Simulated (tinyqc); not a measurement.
Inside a calculation. Method: RHF in the sto-3g basis, for H2O, spin multiplicity 1. One step of it, computed by the program tinyqc.

Problem. Iteration 1: building the Fock matrix. J_ij = sum D_kl (ij|kl), K_ij = sum D_kl (ik|jl); F = H + J - 0.5 K; E = tr D H + tr D J / 2 - 0.25 tr D K + E_nn.

D at the start:
```
,1O 1s,1O 2s,1O 2px,1O 2py,1O 2pz,2H 1s,3H 1s
1O 1s,1.977024,-0.101405,-0.256311,-0.114104,0.137384,-0.063692,0.121349
1O 2s,-0.101405,0.900272,0.881308,0.476906,-0.035081,-0.705486,-0.368635
1O 2px,-0.256311,0.881308,1.537795,-0.233085,0.187163,-0.117849,-0.131994
1O 2py,-0.114104,0.476906,-0.233085,2.168055,-0.005711,-0.522555,0.429730
1O 2pz,0.137384,-0.035081,0.187163,-0.005711,1.599292,0.417147,-0.812948
2H 1s,-0.063692,-0.705486,-0.117849,-0.522555,0.417147,1.215395,0.738680
3H 1s,0.121349,-0.368635,-0.131994,0.429730,-0.812948,0.738680,1.757282
```

core Hamiltonian H = T + V (hartree):
```
,1O 1s,1O 2s,1O 2px,1O 2py,1O 2pz,2H 1s,3H 1s
1O 1s,-32.469363,-7.553261,0.000000,-0.000159,-0.009546,-0.903569,-0.878394
1O 2s,-7.553261,-9.096262,0.000000,-0.001876,-0.118818,-2.266833,-2.217211
1O 2px,0.000000,0.000000,-7.258665,0.000000,0.000000,0.000000,0.000000
1O 2py,-0.000159,-0.001876,0.000000,-7.355681,-0.000747,-1.489705,1.461104
1O 2pz,-0.009546,-0.118818,0.000000,-0.000747,-7.293732,-0.918394,-0.902383
2H 1s,-0.903569,-2.266833,0.000000,-1.489705,-0.918394,-4.106952,-0.555345
3H 1s,-0.878394,-2.217211,0.000000,1.461104,-0.902383,-0.555345,-4.075770
```

Two-electron integrals (ij|kl) in chemists' order, unique and non-zero (hartree):
```
i,j,k,l,(ij|kl)
1,1,1,1,4.785065
2,1,1,1,0.741380
2,1,2,1,0.136873
2,2,1,1,1.118947
2,2,2,1,0.256633
2,2,2,2,0.817206
3,1,3,1,0.024477
3,2,3,1,0.037809
3,2,3,2,0.180518
3,3,1,1,1.115814
3,3,2,1,0.256684
3,3,2,2,0.817023
3,3,3,3,0.880159
4,1,4,1,0.024477
4,2,4,1,0.037809
4,2,4,2,0.180518
4,3,4,3,0.047444
4,4,1,1,1.115814
4,4,2,1,0.256684
4,4,2,2,0.817023
4,4,3,3,0.785270
4,4,4,4,0.880159
5,1,5,1,0.024477
5,2,5,1,0.037809
5,2,5,2,0.180518
5,3,5,3,0.047444
5,4,5,4,0.047444
5,5,1,1,1.115814
5,5,2,1,0.256684
5,5,2,2,0.817023
5,5,3,3,0.785270
5,5,4,4,0.785270
5,5,5,5,0.880159
6,1,1,1,0.088846
6,1,2,1,0.016284
6,1,2,2,0.030403
6,1,3,3,0.030345
6,1,4,1,0.000623
6,1,4,2,0.001181
6,1,4,4,0.030477
6,1,5,1,0.000374
6,1,5,2,0.000709
6,1,5,4,0.000079
6,1,5,5,0.030393
6,1,6,1,0.001961
6,2,1,1,0.244810
6,2,2,1,0.056979
6,2,2,2,0.204527
6,2,3,3,0.200868
6,2,4,1,0.003650
6,2,4,2,0.029473
6,2,4,4,0.208783
6,2,5,1,0.002193
6,2,5,2,0.017706
6,2,5,4,0.004755
6,2,5,5,0.203725
6,2,6,1,0.006925
6,2,6,2,0.066749
6,3,3,1,0.005601
6,3,3,2,0.033898
6,3,4,3,0.005908
6,3,5,3,0.003549
6,3,6,3,0.008898
6,4,1,1,0.161718
6,4,2,1,0.038089
6,4,2,2,0.146020
6,4,3,3,0.139620
6,4,4,1,0.007712
6,4,4,2,0.053489
6,4,4,4,0.156737
6,4,5,1,0.001269
6,4,5,2,0.011770
6,4,5,4,0.006734
6,4,5,5,0.141533
6,4,6,1,0.004804
6,4,6,2,0.057992
6,4,6,4,0.058737
6,5,1,1,0.097153
6,5,2,1,0.022882
6,5,2,2,0.087722
6,5,3,3,0.083877
6,5,4,1,0.001269
6,5,4,2,0.011770
6,5,4,4,0.087062
6,5,5,1,0.006363
6,5,5,2,0.040968
6,5,5,4,0.007822
6,5,5,5,0.092126
6,5,6,1,0.002886
6,5,6,2,0.034839
6,5,6,4,0.029941
6,5,6,5,0.026885
6,6,1,1,0.423712
6,6,2,1,0.100172
6,6,2,2,0.414521
6,6,3,3,0.399198
6,6,4,1,0.007368
6,6,4,2,0.084364
6,6,4,4,0.432627
6,6,5,1,0.004427
6,6,5,2,0.050682
6,6,5,4,0.020082
6,6,5,5,0.411263
6,6,6,1,0.012237
6,6,6,2,0.180687
6,6,6,4,0.179366
6,6,6,5,0.107755
6,6,6,6,0.774606
7,1,1,1,0.086362
7,1,2,1,0.015829
7,1,2,2,0.029555
7,1,3,3,0.029499
7,1,4,1,-0.000604
7,1,4,2,-0.001144
7,1,4,4,0.029626
7,1,5,1,0.000363
7,1,5,2,0.000688
7,1,5,4,-0.000076
7,1,5,5,0.029545
7,1,6,1,0.001873
7,1,6,2,0.006489
7,1,6,4,0.004173
7,1,6,5,0.002708
7,1,6,6,0.011389
7,1,7,1,0.001853
7,2,1,1,0.239242
7,2,2,1,0.055688
7,2,2,2,0.200052
7,2,3,3,0.196469
7,2,4,1,-0.003562
7,2,4,2,-0.028842
7,2,4,4,0.204212
7,2,5,1,0.002143
7,2,5,2,0.017354
7,2,5,4,-0.004659
7,2,5,5,0.199272
7,2,6,1,0.006524
7,2,6,2,0.049373
7,2,6,4,0.030321
7,2,6,5,0.024945
7,2,6,6,0.104533
7,2,7,1,0.006579
7,2,7,2,0.064021
7,3,3,1,0.005459
7,3,3,2,0.033095
7,3,4,3,-0.005772
7,3,5,3,0.003473
7,3,6,3,0.006247
7,3,7,3,0.008510
7,4,1,1,-0.158418
7,4,2,1,-0.037314
7,4,2,2,-0.143171
7,4,3,3,-0.136909
7,4,4,1,0.007522
7,4,4,2,0.052294
7,4,4,4,-0.153649
7,4,5,1,-0.001242
7,4,5,2,-0.011552
7,4,5,4,0.006599
7,4,5,5,-0.138790
7,4,6,1,-0.004206
7,4,6,2,-0.030424
7,4,6,4,-0.012972
7,4,6,5,-0.015121
7,4,6,6,-0.060998
7,4,7,1,-0.004573
7,4,7,2,-0.055766
7,4,7,4,0.056563
7,5,1,1,0.095318
7,5,2,1,0.022451
7,5,2,2,0.086144
7,5,3,3,0.082376
7,5,4,1,-0.001242
7,5,4,2,-0.011552
7,5,4,4,0.085502
7,5,5,1,0.006206
7,5,5,2,0.040046
7,5,5,4,-0.007653
7,5,5,5,0.090454
7,5,6,1,0.002733
7,5,6,2,0.025019
7,5,6,4,0.015121
7,5,6,5,0.018700
7,5,6,6,0.057241
7,5,7,1,0.002752
7,5,7,2,0.033553
7,5,7,4,-0.028913
7,5,7,5,0.025906
7,6,1,1,0.055092
7,6,2,1,0.012933
7,6,2,2,0.050216
7,6,3,3,0.049174
7,6,4,1,-1.84e-06
7,6,4,2,-0.000027
7,6,4,4,0.050346
7,6,5,1,0.000798
7,6,5,2,0.007658
7,6,5,4,-0.000005
7,6,5,5,0.051073
7,6,6,1,0.001550
7,6,6,2,0.015781
7,6,6,4,0.012051
7,6,6,5,0.009315
7,6,6,6,0.043965
7,6,7,1,0.001506
7,6,7,2,0.015488
7,6,7,4,-0.011882
7,6,7,5,0.009175
7,6,7,6,0.004752
7,7,1,1,0.419825
7,7,2,1,0.099259
7,7,2,2,0.411097
7,7,3,3,0.396008
7,7,4,1,-0.007246
7,7,4,2,-0.083253
7,7,4,4,0.428902
7,7,5,1,0.004360
7,7,5,2,0.050092
7,7,5,4,-0.019792
7,7,5,5,0.407916
7,7,6,1,0.011609
7,7,6,2,0.106038
7,7,6,4,0.061725
7,7,6,5,0.057864
7,7,6,6,0.248613
7,7,7,1,0.011784
7,7,7,2,0.176215
7,7,7,4,-0.175420
7,7,7,5,0.105548
7,7,7,6,0.043965
7,7,7,7,0.774606
```

nuclear repulsion = 7.08200723 hartree

Give: Coulomb J; exchange K; Fock matrix F; total energy of this density.

Solution.

Coulomb J (hartree):
```
,1O 1s,1O 2s,1O 2px,1O 2py,1O 2pz,2H 1s,3H 1s
1O 1s,16.6796,3.1371,0.0513,0.0254,0.0065,0.3746,0.3626
1O 2s,3.1371,7.7554,0.2821,0.1166,0.0678,1.9715,1.9082
1O 2px,0.0513,0.2821,7.7026,-0.0220,0.0160,0.0517,0.0558
1O 2py,0.0254,0.1166,-0.0220,7.8110,0.0034,1.4414,-1.3715
1O 2pz,0.0065,0.0678,0.0160,0.0034,7.7308,0.8681,0.8481
2H 1s,0.3746,1.9715,0.0517,1.4414,0.8681,4.3458,0.4919
3H 1s,0.3626,1.9082,0.0558,-1.3715,0.8481,0.4919,4.4029
```

exchange K (hartree):
```
,1O 1s,1O 2s,1O 2px,1O 2py,1O 2pz,2H 1s,3H 1s
1O 1s,9.5449,1.7152,-0.0416,-0.0374,0.1239,0.1697,0.2605
1O 2s,1.7152,1.6797,0.7457,0.3398,-0.0755,0.4225,0.4397
1O 2px,-0.0416,0.7457,1.6850,-0.1924,0.1342,0.1247,0.1828
1O 2py,-0.0374,0.3398,-0.1924,1.9978,0.1442,0.3714,-0.2566
1O 2pz,0.1239,-0.0755,0.1342,0.1442,1.7209,0.4174,0.0267
2H 1s,0.1697,0.4225,0.1247,0.3714,0.4174,0.9435,0.2664
3H 1s,0.2605,0.4397,0.1828,-0.2566,0.0267,0.2664,1.1642
```

Fock matrix F (hartree):
```
,1O 1s,1O 2s,1O 2px,1O 2py,1O 2pz,2H 1s,3H 1s
1O 1s,-20.5622,-5.2738,0.0721,0.0440,-0.0650,-0.6138,-0.6461
1O 2s,-5.2738,-2.1807,-0.0908,-0.0551,-0.0132,-0.5066,-0.5288
1O 2px,0.0721,-0.0908,-0.3986,0.0742,-0.0511,-0.0107,-0.0356
1O 2py,0.0440,-0.0551,0.0742,-0.5436,-0.0695,-0.2340,0.2179
1O 2pz,-0.0650,-0.0132,-0.0511,-0.0695,-0.4234,-0.2590,-0.0676
2H 1s,-0.6138,-0.5066,-0.0107,-0.2340,-0.2590,-0.2329,-0.1967
3H 1s,-0.6461,-0.5288,-0.0356,0.2179,-0.0676,-0.1967,-0.2550
```

total energy of this density = -72.091964 hartree

This density is the starting one.
